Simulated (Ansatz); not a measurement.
Mulliken charges of `[NH][SiH3]` radical from PBE/def2-TZVPP in Ansatz (PBE0-D4/def2-TZVP geometry).

```
atom   x (Å)   y (Å)   z (Å)  charge (e)
  N1   0.592  -0.835   0.909      -0.311
 Si2  -0.204   0.348  -0.110       0.304
  H3   0.923  -1.641   0.373       0.154
  H4  -1.311  -0.282  -0.886      -0.049
  H5   0.790   0.912  -1.069      -0.045
  H6  -0.748   1.435   0.736      -0.053
```

Problem. By hand: the dipole of these point charges (1 e Å = 4.8032 D).

Solution. Σ q r = (-0.036, 0.009, -0.206) e Å, of length 0.209 e Å = 1.00 D.

Problem. How does the dipole of the full density compare? (Best estimate.)

Solution. Computed: (-0.012, -0.068, -0.283) e Å, 1.40 D; the point charges give 0.71 times that, at 18° from its direction.

Point charges leave out the atoms' own dipoles, such as those of lone pairs, and Mulliken's split depends on the basis, so the two needn't agree.
